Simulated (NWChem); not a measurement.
Everything below was run with NWChem. System: ammonia (H₃N), charge 0, spin multiplicity 1, at a geometry optimised with PBE0/def2-SVP. Level: PBE/aug-cc-pVDZ.

Job file:

```
start mol
memory heap 200 mb stack 900 mb global 1100 mb
geometry units angstroms nocenter noautoz
  N      0.001516     0.121561     0.000000
  H     -0.471437    -0.277805     0.810490
  H     -0.471437    -0.277805    -0.810490
  H      0.932260    -0.295316     0.000000
  symmetry group Cs
end
basis spherical
  * library aug-cc-pvdz
end
dft
  xc xpbe96 cpbe96
  semidirect memsize 60000000 filesize 0
  iterations 100
end
task dft energy
```

NWChem printed:

```
             Northwest Computational Chemistry Package (NWChem) 7.3.0
             --------------------------------------------------------

                                NWChem Input Module
                                -------------------

 Scaling coordinates for geometry "geometry" by  1.889725989
 (inverse scale =  0.529177249)

 Turning off AUTOSYM since
 SYMMETRY directive was detected!

                             Geometry "geometry" -> ""
                             -------------------------

 Output coordinates in angstroms (scale by  1.889725989 to convert to a.u.)

  No.       Tag          Charge          X              Y              Z
 ---- ---------------- ---------- -------------- -------------- --------------
    1 N                    7.0000     0.00151600     0.12156100     0.00000000
    2 H                    1.0000    -0.47143700    -0.27780500     0.81049000
    3 H                    1.0000    -0.47143700    -0.27780500    -0.81049000
    4 H                    1.0000     0.93226000    -0.29531600     0.00000000

 Effective nuclear repulsion energy (a.u.)      11.8759129821

            Nuclear Dipole moment (a.u.)
            ----------------------------
        X                 Y               Z
 ---------------- ---------------- ----------------
    -0.0000037795     0.0000018897     0.0000000000

      Symmetry information
      --------------------

 Group name             Cs
 Group number              2
 Group order               2
 No. of unique centers     3

      Symmetry unique atoms

     1    2    4


 Summary of "ao basis" -> "" (spherical)
 ------------------------------------------------------------------------------
       Tag                 Description            Shells   Functions and Types
 ---------------- ------------------------------  ------  ---------------------
 *                        aug-cc-pvdz                 on all atoms

  pbe96 is a nonlocal functional; adding pw91lda local functional.

                                 NWChem DFT Module
                                 -----------------

 Summary of "ao basis" -> "ao basis" (spherical)
 ------------------------------------------------------------------------------
       Tag                 Description            Shells   Functions and Types
 ---------------- ------------------------------  ------  ---------------------
 N                        aug-cc-pvdz                9       23   4s3p2d
 H                        aug-cc-pvdz                5        9   3s2p

 Summary of "ao basis" -> "ao basis" (spherical)
 ------------------------------------------------------------------------------
       Tag                 Description            Shells   Functions and Types
 ---------------- ------------------------------  ------  ---------------------
 N                        aug-cc-pvdz                9       23   4s3p2d
 H                        aug-cc-pvdz                5        9   3s2p

      Symmetry analysis of basis
      --------------------------

        a'         32
        a"         18

            General Information
            -------------------
          SCF calculation type: DFT
          Wavefunction type:  closed shell.
          No. of atoms     :     4
          No. of electrons :    10
           Alpha electrons :     5
            Beta electrons :     5
          Charge           :     0
          Spin multiplicity:     1
          Use of symmetry is: on ; symmetry adaption is: on
          Maximum number of iterations: 100
[...]
 ---------------- ----- ----------------- --------- --------- ---------  ------
 d= 0,ls=0.0,diis     1    -56.4675091409 -6.83D+01  1.30D-02  2.48D-01     0.2
 d= 0,ls=0.0,diis     2    -56.4446397665  2.29D-02  7.12D-03  4.30D-01     0.2
 d= 0,ls=0.0,diis     3    -56.4911745019 -4.65D-02  1.47D-03  2.80D-02     0.2
 d= 0,ls=0.0,diis     4    -56.4942322575 -3.06D-03  2.15D-04  4.40D-04     0.3
 d= 0,ls=0.0,diis     5    -56.4942877178 -5.55D-05  1.15D-05  4.96D-07     0.3
 d= 0,ls=0.0,diis     6    -56.4942877845 -6.67D-08  1.71D-06  7.84D-09     0.4

         Total DFT energy =      -56.494287784470
      One electron energy =      -99.436236199696
           Coulomb energy =       38.997245771271
    Exchange-Corr. energy =       -7.931210338097
 Nuclear repulsion energy =       11.875912982052

 Numeric. integr. density =        9.999999374468

     Total iterative time =      0.3s

                  Occupations of the irreducible representations
                  ----------------------------------------------

                     irrep           alpha         beta
                     --------     --------     --------
                     a'                4.0          4.0
                     a"                1.0          1.0

                       DFT Final Molecular Orbital Analysis
                       ------------------------------------

 Vector    3  Occ=2.000000D+00  E=-4.118488D-01  Symmetry=a"
              MO Center= -1.8D-01, -5.7D-02,  3.4D-11, r^2= 9.8D-01
   Bfn.  Coefficient  Atom+Function         Bfn.  Coefficient  Atom+Function
  ----- ------------  ---------------      ----- ------------  ---------------
     7      0.476796  1 N  pz                24      0.346641  2 H  s
    33     -0.346641  3 H  s                 25      0.222807  2 H  s
    34     -0.222807  3 H  s                 10      0.120659  1 N  pz
    22     -0.038524  1 N  d  1              32     -0.033411  2 H  pz
    41     -0.033411  3 H  pz

 Vector    4  Occ=2.000000D+00  E=-4.118474D-01  Symmetry=a'
              MO Center=  1.8D-01, -6.1D-02, -3.4D-11, r^2= 9.8D-01
   Bfn.  Coefficient  Atom+Function         Bfn.  Coefficient  Atom+Function
  ----- ------------  ---------------      ----- ------------  ---------------
     5      0.476760  1 N  px                42      0.400266  4 H  s
    43      0.257275  4 H  s                 24     -0.200132  2 H  s
    33     -0.200132  3 H  s                 25     -0.128638  2 H  s
    34     -0.128638  3 H  s                  8      0.120651  1 N  px
    48     -0.044496  4 H  px                21      0.033131  1 N  d  0

 Vector    5  Occ=2.000000D+00  E=-2.298983D-01  Symmetry=a'
              MO Center=  3.1D-03,  2.5D-01, -4.9D-16, r^2= 1.0D+00
   Bfn.  Coefficient  Atom+Function         Bfn.  Coefficient  Atom+Function
  ----- ------------  ---------------      ----- ------------  ---------------
     6      0.540033  1 N  py                 9      0.337687  1 N  py
     3      0.303807  1 N  s                  2      0.155851  1 N  s
    24     -0.102518  2 H  s                 33     -0.102518  3 H  s
    42     -0.102517  4 H  s                  4      0.099516  1 N  s
    12      0.097119  1 N  py                25     -0.054195  2 H  s

 Vector    6  Occ=0.000000D+00  E=-2.721119D-02  Symmetry=a'
              MO Center= -7.2D-03, -5.7D-01,  2.3D-14, r^2= 8.3D+00
   Bfn.  Coefficient  Atom+Function         Bfn.  Coefficient  Atom+Function
  ----- ------------  ---------------      ----- ------------  ---------------
     4      0.590001  1 N  s                 26     -0.426580  2 H  s
    35     -0.426580  3 H  s                 44     -0.426560  4 H  s
     3      0.357262  1 N  s                 25     -0.197622  2 H  s
    34     -0.197622  3 H  s                 43     -0.197616  4 H  s
     2      0.155296  1 N  s                  6     -0.121416  1 N  py

 Vector    7  Occ=0.000000D+00  E= 2.317542D-02  Symmetry=a"
              MO Center= -6.8D-01, -5.1D-01, -8.5D-09, r^2= 1.3D+01
   Bfn.  Coefficient  Atom+Function         Bfn.  Coefficient  Atom+Function
  ----- ------------  ---------------      ----- ------------  ---------------
    26      2.497730  2 H  s                 35     -2.497730  3 H  s
    13     -0.539128  1 N  pz                25      0.255938  2 H  s
    34     -0.255938  3 H  s                 10     -0.195747  1 N  pz
     7     -0.175145  1 N  pz                50      0.064039  4 H  pz
    32      0.036372  2 H  pz                41      0.036372  3 H  pz

 Vector    8  Occ=0.000000D+00  E= 2.317569D-02  Symmetry=a'
              MO Center=  6.7D-01, -5.2D-01,  8.5D-09, r^2= 1.3D+01
   Bfn.  Coefficient  Atom+Function         Bfn.  Coefficient  Atom+Function
  ----- ------------  ---------------      ----- ------------  ---------------
    44      2.884139  4 H  s                 26     -1.442064  2 H  s
    35     -1.442064  3 H  s                 11     -0.539083  1 N  px
    43      0.295523  4 H  s                  8     -0.195729  1 N  px
     5     -0.175131  1 N  px                25     -0.147760  2 H  s
    34     -0.147760  3 H  s                 30      0.054870  2 H  px

 center of mass
 --------------
 x =   0.00116887 y =   0.09374440 z =   0.00000000

 moments of inertia (a.u.)
 ------------------
           6.187030992480           0.040791268129           0.000000000000
           0.040791268129           9.456133911585           0.000000000000
           0.000000000000           0.000000000000           6.186497570801

     Multipole analysis of the density
     ---------------------------------

     L   x y z        total         alpha         beta         nuclear
     -   - - -        -----         -----         ----         -------
     0   0 0 0     -0.000000     -5.000000     -5.000000     10.000000

     1   1 0 0     -0.007542     -0.003769     -0.003769     -0.000004
     1   0 1 0     -0.605755     -0.302878     -0.302878      0.000002
     1   0 0 1      0.000000      0.000000      0.000000      0.000000

     2   2 0 0     -4.863324     -4.777191     -4.777191      4.691059
     2   1 1 0     -0.027959      0.007601      0.007601     -0.043161
     2   1 0 1      0.000000      0.000000      0.000000      0.000000
     2   0 2 0     -7.104036     -4.168031     -4.168031      1.232025
     2   0 1 1      0.000000      0.000000      0.000000      0.000000
     2   0 0 2     -4.862969     -4.777295     -4.777295      4.691622

 Task  times  cpu:        0.4s     wall:        0.4s

 Total times  cpu:        0.4s     wall:        0.4s
```
